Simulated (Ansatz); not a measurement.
**A rate constant, worked out**

An elementary step of AlH₂Cl, singlet (AlH₂Cl ([AlH2][Cl]) → AlH + HCl; Al–Cl, Al–H broken or loosened, Cl–H formed or tightened). The start structure is the reactant molecule, and the electronic barrier above it is 3.250 eV by CCSD(T) at an estimated basis limit (MP2 extrapolated from triple and quadruple zeta, plus CCSD(T) − MP2 in triple zeta). Ansatz 0.2.0; basis: def2-TZVPP and def2-QZVPP; cores frozen in the correlated methods. Extrapolation: Hartree–Fock as exp(−7.88 √X), correlation as X^−2.97. Harmonic wavenumbers at PBE0-D4/def2-TZVP (Ansatz 0.2.0), in cm⁻¹:

Start: 509, 527, 600, 777, 1962, 1977.

Saddle: 801i, 282, 464, 579, 1418, 1838.

**Question.** Work out the transition-state-theory rate constant at 700 K from these numbers alone (harmonic vibrations; rotation, path degeneracy and anharmonicity left out), and the Wigner tunnelling factor. Use 1 cm⁻¹ = 1.2398 × 10⁻⁴ eV and k_B = 8.617 × 10⁻⁵ eV/K.

**Answer.** Zero-point energies, half the sums: start 6352/2 cm⁻¹ = 0.3938 eV; saddle, real modes only, 4581/2 cm⁻¹ = 0.2840 eV.
Barrier with zero-point energy: 3.250 + 0.2840 − 0.3938 = 3.1402 eV.
k_BT = 0.06032 eV, so the barrier is 52.06 k_BT.
Vibrational partition functions from the zero-point level, ln q = −Σ ln(1 − exp(−hν/k_BT)): start 1.452, saddle 1.749.
k = (k_BT/h) exp(ln q‡ − ln q) exp(−E0/k_BT), with log₁₀(k_BT/h in s⁻¹) = 13.16: log₁₀ k = 13.16 + (0.297 − 52.06)/2.3026 = -9.32, so k ≈ 5 × 10^(-10) s⁻¹.
Wigner factor: 1 + (hν‡/k_BT)²/24 = 1 + (1.65)²/24 = 1.11. A change of 1 kcal/mol (0.043 eV) in the barrier would change k by a factor of 2.1 at this temperature.

No T1 diagnostic of these runs exceeds 0.015. The restricted Hartree–Fock reference is unstable towards an unrestricted one at one or more of these structures.

Labels in which every atom is bracketed show which atoms are joined, not bond orders.

For scale, one of the runs: CCSD(T)/def2-TZVPP, 112 basis functions (an equivalent command: `ansatz run in.yaml --threads 2`). Hardware: 2 CPU threads, shared host. Wall time about 1.8 s.
